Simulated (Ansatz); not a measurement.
Ideal-gas functions of C3H6, SMILES `C1CC1` at 298.15 K and 1 bar, from an Ansatz frequency run at PBE0-D4/def2-TZVP.

Molar mass 42.08 g/mol, point group D3h (symmetry number 6), electronic degeneracy 1, moments of inertia 24.837, 24.838, 39.666 u Å². Harmonic wavenumbers (cm⁻¹, unscaled): 741, 741, 858, 915, 915, 1054, 1054, 1088, 1154, 1210, 1210, 1238, 1466, 1466, 1520, 3151, 3151, 3159, 3229, 3229, 3250.

Use S(trans) = R[1.5 ln M + 2.5 ln T − 1.1517]; rotational temperatures θ = 24.2544 K / I; S(rot) = R[ln(√π/σ · √(T³/θAθBθC)) + 1.5]; for each mode x = 1.438777 ν̃/T, S = R[x/(eˣ − 1) − ln(1 − e⁻ˣ)] and H = RT x/(eˣ − 1); 1 cm⁻¹ = 0.0119627 kJ/mol; R = 8.31446 J/(mol·K).

Task: By hand: the entropy, in J/(mol·K).

Result: Translation 155.5. Rotation: θ = 0.9765, 0.9765, 0.6115 K, giving 75.6. Vibration, mode by mode: 1.09, 1.09, 0.69, 0.55, 0.55, 0.31, 0.31, 0.27, 0.21, 0.17, 0.17, 0.15, 0.06, 0.06, 0.05, 0.00, 0.00, 0.00, 0.00, 0.00, 0.00, in all 5.7. Electronic 0.0. Sum 236.8 J/(mol·K).

Task: By hand: H − E and G − E in kJ/mol, counted from the electronic energy.

Result: Zero-point energy ½ × 35799 × 0.0119627 = 214.1; thermal vibration 1.4; translation, rotation and pV give 4 RT = 9.9. H − E = 225.4 kJ/mol, and G − E = 225.4 − 298.15 × 236.8/1000 = 154.8 kJ/mol.

Vibration gives 2 % of the entropy; all modes have x over 3 and are hardly excited.
